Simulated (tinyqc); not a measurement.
Inside a calculation. Method: MP2 on RHF in the sto-3g basis, for H3O+, spin multiplicity 1. One step of it, computed by the program tinyqc.

Task: Iteration 8 (converged): orbitals. Diagonalise F' = X^T F X, C = X C', fill 5 alpha and 5 beta electrons from the bottom; D = 2 C_occ C_occ^T. Each column has its largest component positive (the first on a tie).

converged F (hartree), order 1O 1s, 1O 2s, 1O 2px, 1O 2py, 1O 2pz, 2H 1s, 3H 1s, 4H 1s:
```
[[-20.891743, -5.315722, 0.000012, 0.000000, 0.025687, -1.254887, -1.257058, -1.257058],
 [-5.315722, -3.035339, 0.000174, 0.000000, 0.163613, -1.286734, -1.288238, -1.288238],
 [0.000012, 0.000174, -0.942403, 0.000000, -0.000116, -0.625836, 0.312985, 0.312985],
 [0.000000, 0.000000, 0.000000, -0.942649, 0.000000, 0.000000, -0.542224, 0.542224],
 [0.025687, 0.163613, -0.000116, 0.000000, -0.959679, 0.350217, 0.350666, 0.350666],
 [-1.254887, -1.286734, -0.625836, 0.000000, 0.350217, -0.965843, -0.519892, -0.519892],
 [-1.257058, -1.288238, 0.312985, -0.542224, 0.350666, -0.519892, -0.966974, -0.520437],
 [-1.257058, -1.288238, 0.312985, 0.542224, 0.350666, -0.519892, -0.520437, -0.966974]]
```

X, order 1O 1s, 1O 2s, 1O 2px, 1O 2py, 1O 2pz, 2H 1s, 3H 1s, 4H 1s:
```
[[1.025102, -0.151684, 0.000009, 0.000000, 0.009795, 0.020133, 0.020150, 0.020150],
 [-0.151684, 1.341470, -0.000190, 0.000000, -0.108429, -0.276550, -0.277116, -0.277116],
 [0.000009, -0.000190, 1.115993, 0.000000, 0.000079, -0.271609, 0.135903, 0.135903],
 [0.000000, 0.000000, 0.000000, 1.116170, 0.000000, 0.000000, -0.235514, 0.235514],
 [0.009795, -0.108429, 0.000079, 0.000000, 1.036794, 0.094124, 0.094369, 0.094369],
 [0.020133, -0.276550, -0.271609, 0.000000, 0.094124, 1.225355, -0.086922, -0.086922],
 [0.020150, -0.277116, 0.135903, -0.235514, 0.094369, -0.086922, 1.225896, -0.087016],
 [0.020150, -0.277116, 0.135903, 0.235514, 0.094369, -0.086922, -0.087016, 1.225896]]
```

Give: F' = X^T F X; orbital energies; coefficients C; D after iteration 8.

Result:

F' = X^T F X (hartree):
```
[[-20.505, -2.720, 0.000, 0.000, 0.041, -0.200, -0.201, -0.201],
 [-2.720, -1.683, 0.000, 0.000, -0.047, -0.515, -0.515, -0.515],
 [0.000, 0.000, -0.654, 0.000, 0.000, -0.541, 0.271, 0.271],
 [0.000, 0.000, 0.000, -0.654, 0.000, 0.000, -0.469, 0.469],
 [0.041, -0.047, 0.000, 0.000, -0.870, 0.209, 0.209, 0.209],
 [-0.200, -0.515, -0.541, 0.000, 0.209, -0.308, -0.105, -0.105],
 [-0.201, -0.515, 0.271, -0.469, 0.209, -0.105, -0.308, -0.105],
 [-0.201, -0.515, 0.271, 0.469, 0.209, -0.105, -0.105, -0.308]]
```

orbital energies (hartree): [-20.901, -1.849, -1.129, -1.129, -0.958, 0.133, 0.271, 0.272]

coefficients C, order 1O 1s, 1O 2s, 1O 2px, 1O 2py, 1O 2pz, 2H 1s, 3H 1s, 4H 1s:
```
[[0.994, -0.237, 0.000, 0.000, -0.081, -0.157, 0.000, 0.000],
 [0.028, 0.857, 0.000, 0.000, 0.399, 1.082, 0.004, 0.000],
 [0.000, 0.000, 0.000, 0.713, 0.000, 0.003, -0.920, 0.000],
 [0.000, 0.000, 0.713, 0.000, 0.000, 0.000, 0.000, 0.921],
 [-0.004, -0.164, 0.000, 0.000, 0.906, -0.516, -0.002, 0.000],
 [-0.005, 0.093, 0.000, 0.403, -0.108, -0.662, 1.027, 0.000],
 [-0.005, 0.093, 0.349, -0.202, -0.108, -0.658, -0.517, -0.892],
 [-0.005, 0.093, -0.349, -0.202, -0.108, -0.658, -0.517, 0.892]]
```

D after iteration 8, order 1O 1s, 1O 2s, 1O 2px, 1O 2py, 1O 2pz, 2H 1s, 3H 1s, 4H 1s:
```
[[2.101, -0.414, 0.000, 0.000, -0.077, -0.037, -0.037, -0.037],
 [-0.414, 1.789, 0.000, 0.000, 0.441, 0.074, 0.074, 0.074],
 [0.000, 0.000, 1.018, 0.000, 0.000, 0.576, -0.288, -0.288],
 [0.000, 0.000, 0.000, 1.017, 0.000, 0.000, 0.498, -0.498],
 [-0.077, 0.441, 0.000, 0.000, 1.694, -0.226, -0.226, -0.226],
 [-0.037, 0.074, 0.576, 0.000, -0.226, 0.366, -0.122, -0.122],
 [-0.037, 0.074, -0.288, 0.498, -0.226, -0.122, 0.366, -0.122],
 [-0.037, 0.074, -0.288, -0.498, -0.226, -0.122, -0.122, 0.366]]
```
